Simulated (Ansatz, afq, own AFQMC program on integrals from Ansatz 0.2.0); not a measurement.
**SiHO⁺, triplet: AFQMC among the cluster methods**

```xyz
3

Si    0.0000   -0.1016    0.5148
O     0.0000    0.1077   -0.9938
H     0.0000    1.1216    1.4308
```

Connectivity, by distances: SiH–O.

Basis cc-pVTZ. Only valence electrons are correlated. Ansatz 0.2.0 and our own AFQMC program on the same integrals; the CISD trial comes from CCSD amplitudes, and released means the phaseless constraint is let go. ± is one standard error of the sampling.

Determinant: UHF, the one that the program's search chose, which needn't be the lowest solution. The geometry is a PBE0/def2-TZVP stationary point of this or a neighbouring charge and spin state.

No full CI on the walks' own integrals is used here; CCSDT(Q) serves as the reference and is uncertain by about the last step of the cluster series.

Cautions: lower spins were not checked.

The T1 diagnostic is 0.0251 and the weight of the determinant in the CISD state is 0.902. The ⟨S²⟩ of the determinant is 2.018 and the size of the correlated space is 10 electrons in 72 orbitals.

```csv
level,correlation energy (eV)
MP2,-6.7791
CCSD,-7.4484
CCSD(T),-7.6941
```

(1) Estimate where phaseless AFQMC with a CISD trial lies against CCSD(T) on the same integrals.

(1) 19.1 ± 4.0 meV below CCSD(T).

Reference: CCSDT(Q), correlation energy -7.739 eV. The released energy is read at 2.40 1/Eh (meV from the phaseless value at times in 1/Eh: -5 ± 4 at 0.24, -5 ± 6 at 0.51, -17 ± 3 at 0.99, -11 ± 8 at 1.62, -13 ± 7 at 2.40).

```csv
level,E − E(reference) (meV),share of correlation (%)
CCSD(T),44.5,99.43
CCSDT,12.4,99.84
ph-AFQMC/CISD,25.3 ± 4.0,99.67
released AFQMC,12.5 ± 6.5,99.84
```

A walk keeps the symmetry of its determinant, which the program's search chose and which needn't be the lowest solution, so a lower state of the same spin and another symmetry isn't excluded. Released energies are given only where the last usable release times agree within the noise; a slower fall can still hide under it.
